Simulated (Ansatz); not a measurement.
Reaction: SiF4 (tetrafluorosilane, SMILES F[Si](F)(F)F) → SiF3 (SMILES F[Si](F)F, doublet) + F (doublet) (the F-Si bond breaks)
Each species at its own B3LYP-D3(BJ)/def2-TZVP minimum (Ansatz, a program for electronic structure).

Wanted: bond dissociation energy (electronic), in kcal/mol. Radicals and triplets start from unrestricted determinants; spin-orbit coupling is neglected. CBS(X,Y): correlation extrapolated as X^-3, Hartree-Fock from the larger set. A bracket is a step between two methods taken in the basis named. Functionals run without relativity, which enters their misses. 'core' is core correlation in cc-pwCVTZ (1s frozen past Ne), 'X2C' scalar relativity in cc-pVTZ-DK, both at CCSD(T).

CCSD(T)/CBS(cc-pV(T+d)Z,cc-pV(Q+d)Z) + [CCSDT(Q) - CCSD(T)]/cc-pV(D+d)Z + core + X2C (Ansatz) gives 168.3 kcal/mol.

Q: How far off this value is PBE/def2-TZVPD (Ansatz), in which direction, and which of these levels come nearer: r2SCAN/def2-TZVPD, B3LYP/def2-TZVPD, PBE0/def2-TZVPD, wB97M-V/def2-TZVPD, CCSD(T)/CBS(cc-pV(T+d)Z,cc-pV(Q+d)Z) + core + X2C?

A: PBE gives 159.8 kcal/mol, 8.5 kcal/mol below it. Differences of the others: r2SCAN/def2-TZVPD (Ansatz) -7.5; B3LYP/def2-TZVPD (Ansatz) -9.4; PBE0/def2-TZVPD (Ansatz) -10.0; wB97M-V/def2-TZVPD (Ansatz) -3.3; CCSD(T)/CBS(cc-pV(T+d)Z,cc-pV(Q+d)Z) + core + X2C (Ansatz) -0.1 kcal/mol. Nearer than PBE: r2SCAN/def2-TZVPD, wB97M-V/def2-TZVPD, CCSD(T)/CBS(cc-pV(T+d)Z,cc-pV(Q+d)Z) + core + X2C.
